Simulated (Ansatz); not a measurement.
Relaxation of BH4N (6 atoms, charge 0, multiplicity 1), to a largest force component of 0.02 eV/Å in at most 40 steps.

These are results of RKS PBE0-D4/def2-mTZVP in Ansatz, not measurements.

```xyz
6
Properties=species:S:1:pos:R:3:forces:R:3
B -0.154 -0.707 -0.065 -1.65 4.54 -0.83
N -0.132 0.853 -0.086 0.87 -1.71 0.23
H 0.658 -1.297 0.348 2.64 -1.86 1.36
H -1.083 -1.197 -0.512 -1.14 -0.74 -0.58
H 0.735 1.109 -0.634 -0.96 -0.05 1.04
H 0.019 1.175 0.903 0.24 -0.19 -1.21
```

Q: Where does it end, and by what steps?

A: It converged. After 11 steps the energy has fallen by 1.848 eV; H5 moved furthest, 0.88 Å.

```json
{"step": "0", "energy less start (eV)": "0.0000", "largest force component (eV/Å)": "4.541", "accepted": "yes"}
{"step": "1", "energy less start (eV)": "-0.3442", "largest force component (eV/Å)": "1.995", "accepted": "yes"}
{"step": "2", "energy less start (eV)": "-0.5415", "largest force component (eV/Å)": "1.128", "accepted": "yes"}
{"step": "3", "energy less start (eV)": "-0.8479", "largest force component (eV/Å)": "2.251", "accepted": "yes"}
{"step": "4", "energy less start (eV)": "-1.1401", "largest force component (eV/Å)": "2.527", "accepted": "yes"}
{"step": "5", "energy less start (eV)": "-1.3843", "largest force component (eV/Å)": "5.195", "accepted": "yes"}
{"step": "6", "energy less start (eV)": "-1.6653", "largest force component (eV/Å)": "1.956", "accepted": "yes"}
{"step": "7", "energy less start (eV)": "-1.7463", "largest force component (eV/Å)": "0.687", "accepted": "yes"}
{"step": "8", "energy less start (eV)": "-1.8455", "largest force component (eV/Å)": "0.340", "accepted": "yes"}
{"step": "9", "energy less start (eV)": "-1.8470", "largest force component (eV/Å)": "0.254", "accepted": "yes"}
{"step": "10", "energy less start (eV)": "-1.8465", "largest force component (eV/Å)": "0.101", "accepted": "no"}
{"step": "11", "energy less start (eV)": "-1.8478", "largest force component (eV/Å)": "0.002", "accepted": "yes"}
```

```xyz
6
Properties=species:S:1:pos:R:3
B -0.134 -0.681 -0.025
N 0.152 0.675 0.010
H 0.221 -1.371 0.884
H -0.730 -1.123 -0.963
H -0.116 1.318 -0.719
H 0.649 1.119 0.767
```

Run time: 15 s on 1 thread of Arm Neoverse N1 (shared host), peak memory 0.097 GiB.
